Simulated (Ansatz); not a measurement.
**AlNH2 (singlet): wave-function methods side by side, cc-pVDZ**

Aim: climb from Hartree-Fock through coupled cluster for AlNH2 (singlet) at one geometry and basis, and see what each rung misses.

Method: cc-pVDZ, core rule «outside noble gas», up to 6 orbitals frozen; program: Ansatz 0.2.0, Gaussian basis.

To be run: UHF; CCSD(T) on RHF; BCCD(T) on RHF; CISD; CCSDT(Q) on RHF; CCSDTQ on RHF.

11 further runs of the same task are left out: 8 for a known fault of the program, 3 set aside as unsound or not needed.

**1. The geometry**

The geometry is a PBE0/def2-TZVP stationary point (not a proven minimum).

4 atoms, charge 0, spin multiplicity 1.

Atoms are counted from 1 here; the program's logs count them from 0.

Bond lengths: Al1–N2 1.796 Å, N2–H3 1.012 Å, N2–H4 1.012 Å. Angles: Al1–N2–H3 125.6°, Al1–N2–H4 125.6°, H3–N2–H4 108.7°.

Coordinates:

```xyz
4

Al    0.0000    0.0000    0.6968
N     0.0000    0.0000   -1.0992
H     0.0000    0.8223   -1.6887
H     0.0000   -0.8223   -1.6887
```

**2. UHF**

File in.yaml:

```yaml
crystal:
  periodic: [false, false, false]
  atoms:
    - {symbol: Al, position_ang: [0.000000, 0.000000, 0.696811]}
    - {symbol: N, position_ang: [0.000000, 0.000000, -1.099242]}
    - {symbol: H, position_ang: [0.000000, 0.822256, -1.688737]}
    - {symbol: H, position_ang: [0.000000, -0.822256, -1.688737]}
basis:
  gaussian: {orbitals: cc-pVDZ}
magnetization: {spin_polarized: true, initial_magnetization: 0}
hamiltonian: {xc: hf}
output: {orbitals: {seedname: orbitals}}
```

Started as:

```bash
$ ansatz run in.yaml --threads 1 --pin off --events-out ev --progress --plain --max-ram 2816MiB --backend cpu
```

Further steps of the session: CCSD(T) on RHF; BCCD(T) on RHF; CISD; CCSDT(Q) on RHF; CCSDTQ on RHF.

Q: Predict the results of all the runs planned. Wanted: RCCSDTQ below the RHF energy; RMP2 from RCCSDTQ; RCCSD from RCCSDTQ; RCCSD(T) from RCCSDTQ; RCCSDT(Q) from RCCSDTQ; T1 diagnostic.

As calculated:

| quantity | value |
| --- | --- |
| RCCSDTQ below the RHF energy | -6.9334 eV |
| RMP2 from RCCSDTQ | +81.9 kJ/mol |
| RCCSD from RCCSDTQ | +20.2 kJ/mol |
| RCCSD(T) from RCCSDTQ | +3.0 kJ/mol |
| RCCSDT(Q) from RCCSDTQ | -0.2 kJ/mol |
| levels within 1 kcal/mol (43 meV) | RCCSD(T), BCCD(T), RCCSDT, RCCSDT(Q) |
| T1 diagnostic | 0.017 |

In words: RCCSD(T) lands +3.0 kJ/mol from the yardstick (0.5 % of the correlation energy). These misses are within one basis, not against nature.
